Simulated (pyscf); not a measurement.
H₃C–SiH₂–CH₃ + H₂ → CH₄ + H₃C–SiH₃ (four-centre exchange; singlet surface; C–Si, H–H broken, C–H, H–Si formed). Single points on ωB97X-D3(BJ)/def2-SVP structures (PySCF, gas phase). Energies in kcal/mol from the separated reactants.

```
level                   barrier  reaction energy
----------------------  -------  ---------------
ωB97X-D3(BJ)/def2-TZVP     71.8             -5.6
r²SCAN/def2-TZVP              …             -6.1
PBE0-D3(BJ)/def2-TZVP      66.2             -6.4
M06-2X/def2-TZVP           72.7             -5.5
ωB97M-D3(BJ)/def2-TZVP     70.6             -6.6
HF/def2-TZVP                  …                …
```

Q: Complete the blanks.

A: 
- r²SCAN/def2-TZVP, barrier: 66.8
- HF/def2-TZVP, barrier: 87.7
- HF/def2-TZVP, reaction energy: -11.7

The functionals in the table span 6.4 kcal/mol in this barrier, from PBE0-D3(BJ) to M06-2X. At the saddle there is also a short H–Si contact that neither side keeps. One saddle was located; it need not be the lowest between these sides.
